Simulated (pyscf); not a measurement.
H₃C–InH₂ + hydrogen (H₂) → H₃C–InH₂ + hydrogen (H₂) (four-centre exchange; singlet surface; C–H, H–H broken, C–H, H–H formed). PySCF, gas phase, ωB97X-D3(BJ)/def2-SVP geometries. Energies in kcal/mol from the separated reactants.

```
level                   barrier  reaction energy
----------------------  -------  ---------------
ωB97X-D3(BJ)/def2-TZVP    117.4              0.0
PBE/def2-TZVP             103.4              0.0
r²SCAN/def2-TZVP          109.5              0.0
M06-2X/def2-TZVP          117.4              0.0
ωB97M-D3(BJ)/def2-TZVP    113.3              0.0
HF/def2-TZVP              141.5              0.0
```

The functionals in the table span 14.0 kcal/mol in this barrier, from PBE to ωB97X-D3(BJ)/def2-TZVP. The same reactants have a lower exit, to CH₄ + InH₃ (barrier +34.0 kcal/mol at ωB97M-D3(BJ)/def2-TZVP, against +113.3 kcal/mol here). Another saddle between the same species, by other bonds, lies lower (31.2 kcal/mol against 113.3 kcal/mol at ωB97M-D3(BJ)/def2-TZVP). Elements past Kr carry the def2 core potentials, without spin-orbit coupling.
